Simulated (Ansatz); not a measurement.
# C2H6O: the cost of one run

Program: Ansatz 0.2.0. Level of theory: UKS PBE-D4/def2-SVP. These are calculated values, not measurements.

## Step 1: The structure to begin with

Bond lengths: C1–C2 1.525 Å, C2–O3 1.409 Å, C1–H4 1.087 Å, C1–H5 1.088 Å, C1–H6 1.089 Å, C2–H7 1.092 Å, C2–H8 1.100 Å, O3–H9 0.964 Å. Angles: C1–C2–O3 112.8°, C1–C2–H7 110.3°, C1–C2–H8 109.8°, O3–C2–H7 105.3°, O3–C2–H8 110.2°, H7–C2–H8 108.3°, C2–C1–H4 110.0°, C2–C1–H5 110.1°, C2–C1–H6 110.5°, H4–C1–H5 108.9°, H4–C1–H6 108.6°, H5–C1–H6 108.6°, C2–O3–H9 108.6°.

Coordinates:

```xyz
9

C    -0.5419    0.5764   -0.4677
C     0.3082   -0.6076   -0.0194
O     1.1988   -0.2765    1.0206
H    -1.1750    0.2858   -1.3015
H     0.0976    1.3986   -0.7802
H    -1.1770    0.9207    0.3477
H     0.9405   -0.9527   -0.8404
H    -0.3443   -1.4386    0.2882
H     0.6931    0.0939    1.7526
```

## Step 2: End point A

Contents of input.yaml:

```yaml
crystal:
  periodic: [false, false, false]
  atoms:
    - { symbol: C, position_ang: [-0.54189, 0.57641, -0.46772] }
    - { symbol: C, position_ang: [0.30817, -0.6076, -0.01936] }
    - { symbol: O, position_ang: [1.19881, -0.27648, 1.0206] }
    - { symbol: H, position_ang: [-1.17505, 0.28581, -1.30149] }
    - { symbol: H, position_ang: [0.09764, 1.39862, -0.78021] }
    - { symbol: H, position_ang: [-1.17696, 0.92071, 0.34771] }
    - { symbol: H, position_ang: [0.9405, -0.95268, -0.84035] }
    - { symbol: H, position_ang: [-0.3443, -1.43864, 0.28817] }
    - { symbol: H, position_ang: [0.69309, 0.09386, 1.75264] }
magnetization:
  spin_polarized: true
basis:
  gaussian: { orbitals: def2-SVP }
hamiltonian:
  xc: pbe
  dispersion: d4
relax:
  f_tol: 0.02
  max_steps: 50
```

Command:

```console
$ ansatz run input.yaml --threads 2 --pin off --max-ram 3072MiB --backend cpu --events-out ev --progress --plain --runs-dir out
```

**Question.** How long does this run take on 2 threads of Arm Neoverse V1, shared host, and how much memory does it need?

About 6.8 s, with a peak of 0.13 GiB.
